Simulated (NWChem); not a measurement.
Species: methyl formate (C2H4O2); SMILES COC=O

```xyz
8

C     -0.5128    -1.3151     0.0000
O      0.6744    -0.5366    -0.0001
C      0.5044     0.7822     0.0000
O     -0.5508     1.3474     0.0000
H     -1.1182    -1.1059    -0.8944
H     -0.1945    -2.3638     0.0051
H     -1.1230    -1.0986     0.8895
H      1.4975     1.2786     0.0002
```
Atoms are numbered in this order, from 1.

Computed with NWChem. The geometry was optimised at PBE0/def2-SVP.

For level TPSS/def2-SVP:

```
Item                         Value
---------------------------  -----
highest occupied level (eV)  -6.51
dipole (D)                    1.81
```

**Question.** Estimate the same quantities for level TPSS/def2-TZVP.

**Answer.** 
* **highest occupied level (eV)**: -6.75
* **dipole (D)**: 1.92
